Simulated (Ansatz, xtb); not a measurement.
CH2B+: which of two isomers lies lower

Structure I: the triplet with the links of `[B+]=C`. Structure II: `B=[CH+]`, a singlet. Both are isolated ions in the gas phase, relaxed with PBE0-D4/def2-TZVP.

I (Å):

```yaml
atoms:
  - { symbol: C, position_ang: [-0.6536, -0.2125, 0.7947] }
  - { symbol: B, position_ang: [-2.1002, -0.1580, 0.6067] }
  - { symbol: H, position_ang: [0.0207, 0.4219, 0.2123] }
  - { symbol: H, position_ang: [-0.1992, -0.8894, 1.5237] }
```

II (Å):

```xyz
4

C     0.0000    0.0000   -0.7375
B     0.0000    0.0000    0.6928
H     0.0000    0.0000   -1.8203
H     0.0000    0.0000    1.8650
```

Q: Estimate which is lower in electronic energy at CCSD(T)/def2-TZVPP, and by roughly how much.

A: The CCSD(T)/def2-TZVPP calculation puts structure I lower, by 16.5 kcal/mol.

Level by level:

```tsv
level	geometry	E(II) − E(I) (kcal/mol)	departure from the last row (kcal/mol)	job, with rough time for the two
PBE0-D4/def2-TZVP	PBE0-D4/def2-TZVP	+26.9	+10.4	optimisation, 22 s
HF/def2-TZVPP	PBE0-D4/def2-TZVP	+31.8	+15.3	part of the CCSD(T) run
MP2/def2-TZVPP	PBE0-D4/def2-TZVP	+23.2	+6.7	part of the CCSD(T) run
CCSD(T)/def2-TZVPP	PBE0-D4/def2-TZVP	+16.5		single point, 4.8 s
```

As drawn, II has 1 B–H in place of 1 C–H.

The levels shown agree on the order. The largest departure from CCSD(T)/def2-TZVPP is that of HF/def2-TZVPP, 15.3 kcal/mol. At CCSD(T)/def2-TZVPP a triplet with the links of II lies below this singlet. Levels run at GFN2-xTB geometries aren't shown. The triplet state of I needn't be its ground state.

With harmonic frequencies from PBE0-D4/def2-TZVP (ideal gas, rigid rotor, one conformer each, 298.15 K, 1 atm): on the last row, ΔE + ΔZPE = +16.1, ΔH = +16.2, ΔG = +17.4 kcal/mol.

Open shells are spin-unrestricted. The correlated steps freeze 2 core orbitals. ΔG holds the spin degeneracy. Codes used: Ansatz 0.2.0; the last row on 1 thread of Arm Neoverse V1 on a shared host.
